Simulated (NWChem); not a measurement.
Molecule: isobutene (C$_{4}$H$_{8}$); SMILES C=C(C)C

```xyz
12

C      1.2706     0.0004    -0.6745
C      0.0000     0.0000     0.1233
C     -1.2706    -0.0004    -0.6745
C      0.0000     0.0000     1.4615
H      1.3205     0.8829    -1.3352
H      1.3230    -0.8839    -1.3325
H      2.1614     0.0029    -0.0309
H     -1.3230     0.8839    -1.3325
H     -2.1614    -0.0029    -0.0309
H     -1.3205    -0.8829    -1.3352
H     -0.9333    -0.0002     2.0320
H      0.9333     0.0002     2.0320
```
Atoms are numbered in this order, from 1.

Coordinates come from a PBE0/def2-SVP optimisation.

Give the principal values of the shielding tensors (ppm) of C1, C2, C4 from Hartree-Fock/6-31G* (spherical d), GIAO (NWChem), with their diamagnetic and paramagnetic parts as GIAO splits them.


```csv
atom,σ11,σ22,σ33,isotropic,diamagnetic,paramagnetic
C1,163.0,168.9,198.3,176.7,248.8,-72.0
C2,-66.2,70.0,181.9,61.9,251.1,-189.2
C4,-20.3,123.1,158.3,87.0,257.6,-170.6
```
